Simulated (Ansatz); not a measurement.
**GeS (Pnma, No. 62)**

All values below come from PBE0 in Ansatz (PAW).

Settings: plane-wave cutoff 460 eV, 2×6×6 k mesh (along the axes of the cell as run), Fermi–Dirac smearing 0.01 eV, scalar-relativistic PAW data made under PBE.

Cell (relaxed with PBEsol):

GeS is taken in the orthorhombic space group Pnma (No. 62), Pearson symbol oP8. Lattice parameters: a = 10.294 Å, b = 3.663 Å, c = 4.154 Å, α = β = γ = 90.00°. Ge on 4c has 3 S at 2.446 Å (trigonal pyramidal). S on 4c is coordinated by 3 Ge at 2.446 Å (trigonal pyramidal). (Neighbours: up to the widest gap in distance over summed covalent radii, below 1.35, at either atom.)

For GeS (Pnma, No. 62), the band gap is 2.02 eV (indirect) and the smallest direct gap on the k points sampled comes out as 2.38 eV.

Note: the cell comes from a level without a dispersion term, which matters for the spacing of layers, chains or molecules; cell and atoms aren't relaxed at this level (pressure 1.7 GPa).

Spin–orbit coupling is not included.

Ansatz is a first-principles code.
